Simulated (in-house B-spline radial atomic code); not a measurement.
Values are calculated unless marked as measured or tabulated.
**Stopping and range of 2 keV Cl in Si**

The pair potential comes from two frozen, spherical free-atom densities (PBE, B-spline radial code, scalar-relativistic past argon): electrostatics plus the change in Thomas-Fermi kinetic and Dirac exchange energy where they overlap, the recipe behind the universal ZBL potential, which averages such potentials (from solid-state densities) over many pairs. It is written V = (Z1 Z2 e²/r) φ(r/a), with e² = 14.3996 eV·Å and a = 0.46850 Å/(Z1^0.23 + Z2^0.23); ZBL's fit is φ = 0.18175 e^(−3.1998x) + 0.50986 e^(−0.94229x) + 0.28022 e^(−0.4029x) + 0.02817 e^(−0.20162x). Where φ falls below 4e-4 it is continued as an exponential.

The target is taken as amorphous, with density 2.329 g/cm³ (NSM archive of the Ioffe Institute); channelling is ignored. Masses: Cl 35.45, Si 28.09 u. Nuclear stopping is S_n = 4π a Z1 Z2 e² M1/(M1 + M2) × s_n(ε), with s_n integrated over impact parameters for each pair. Electronic stopping is Lindhard and Scharff's S_e = Z1^(1/6) 8π e² a0 Z1 Z2/(Z1^(2/3) + Z2^(2/3))^(3/2) × v/v0, with a0 = 0.529177 Å and v = v0 at 24.801 keV/u; it misses the oscillations with Z1 seen in experiment, which reach tens of per cent. Compounds add by atom fraction.

```
target atom    a (Å)  ε at this energy  s_n, this pair  s_n, ZBL potential
         Si  0.12481            0.0322          0.2663              0.2441
```

Q: What are the atom density and the stopping powers at entry?

A: N = 2.329 × 0.602214/28.09 = 0.04993 atoms/Å³. For Si: S_n = 2999 × 0.2663 = 798.7 eV·Å², S_e = 1.7808 × √2000 = 79.64 eV·Å². Averaged over the target's atoms and times N × 10 Å/nm, the ion loses N S_n = 399 eV/nm to recoils and N S_e = 39.8 eV/nm to electrons; the nuclear share is 91 %.

Along the track:

```json
{"E (keV)": "0.1", "N S_n (eV/nm)": "113", "N S_e (eV/nm)": "8.89"}
{"E (keV)": "0.3", "N S_n (eV/nm)": "200", "N S_e (eV/nm)": "15.4"}
{"E (keV)": "0.6", "N S_n (eV/nm)": "268", "N S_e (eV/nm)": "21.8"}
{"E (keV)": "1", "N S_n (eV/nm)": "322", "N S_e (eV/nm)": "28.1"}
{"E (keV)": "1.5", "N S_n (eV/nm)": "367", "N S_e (eV/nm)": "34.4"}
{"E (keV)": "2", "N S_n (eV/nm)": "399", "N S_e (eV/nm)": "39.8"}
```

Q: Estimate the path length and the projected range.

A: With continuous slowing down the path is the integral of dE/(N (S_n + S_e)). Trapezoids over the table give 6.29 nm, and the stretch below the first row, with stopping taken as √E, adds 2E/(N S) = 1.6 nm: 7.92 nm in all, against 7.54 nm on a fine grid from 5 eV, a cut that itself drops some per cent of so short a path. Deflections shorten the depth: to first order in the energy passed on, N (S_n + S_e) dR_p/dE = 1 − N S_n (M2/M1) R_p/(2E), summed over the target's atoms, and integrating this on the fine grid gives R_p = 4.63 nm, 0.61 of the path. Lindhard's rule of thumb R/(1 + M2/3M1), with mean M2/M1 = 0.79, gives 5.96 nm. On the ZBL potential the same equation gives 5.03 nm, and the full integral equation, which keeps hard collisions, 5.17 nm.
